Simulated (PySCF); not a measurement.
Redox energetics: thiazole

Molecule: `c1cscn1` (C3H3NS). Optimised structure (Å), atoms numbered from 1:
```
C    -0.6303   -0.7397    0.1714
C    -0.9943    0.5585   -0.0669
S     0.4106    1.5111   -0.3243
C     1.3794    0.0959   -0.0921
N     0.7122   -0.9888    0.1543
H    -1.3291   -1.5549    0.3669
H    -1.9944    0.9876   -0.1022
H     2.4686    0.1485   -0.1561
```

Computed at ωB97X-D3(BJ)/ma-def2-TZVP // PBE0-D3(BJ)/ma-def2-SVP with PySCF (density fitting, grid level 2). The prefix ma- adds one diffuse s and one diffuse p function on all atoms but H. Zero-point and thermal terms (298.15 K, 1 bar) come from unscaled PBE0-D3(BJ)/ma-def2-SVP harmonic frequencies, with soft modes damped to free rotors in the entropy.

Frontier levels of the parent: HOMO -9.63 eV, LUMO 1.13 eV.

Oxidation to the radical cation:
| Quantity | Value |
| --- | --- |
| Vertical ionisation energy (electronic) | 9.52 eV |
| Adiabatic ionisation energy (with zero-point energy) | 9.27 eV |
| Adiabatic, electronic part | 9.32 eV |
| Vertical gap at the product's structure | 9.02 eV |
| Inner reorganisation energy (four-point) | 501 meV |
| Relaxation of product / of parent | 198 / 303 meV |
| ⟨S²⟩ of the product | 0.766 |
| Largest spin populations | C4 0.41, C1 0.37, C2 0.34, N5 -0.11 |
| Largest changes of atomic charge | S3 0.22, C1 0.18, C4 0.17, C2 0.15 |
| Distances that move most (Å) | C1–C2 1.369 → 1.450; S3–C4 1.731 → 1.798; C2–S3 1.717 → 1.663; C1–N5 1.366 → 1.329 |

Vertical electron affinity to the radical anion: -1.00 eV. The extra electron is not bound at this structure, the number hangs on the basis, and the ion was not relaxed.

Measured values (NIST Chemistry WebBook, evaluated or the median of agreeing entries): vertical ionisation energy 9.50 eV (computed 9.52, difference 0.02).

Run with `OMP_NUM_THREADS=1 python redox_run.py task.json out` on 1 thread of Arm Neoverse N1, a shared host. Structures, frequencies and single points: 13 min of wall time.
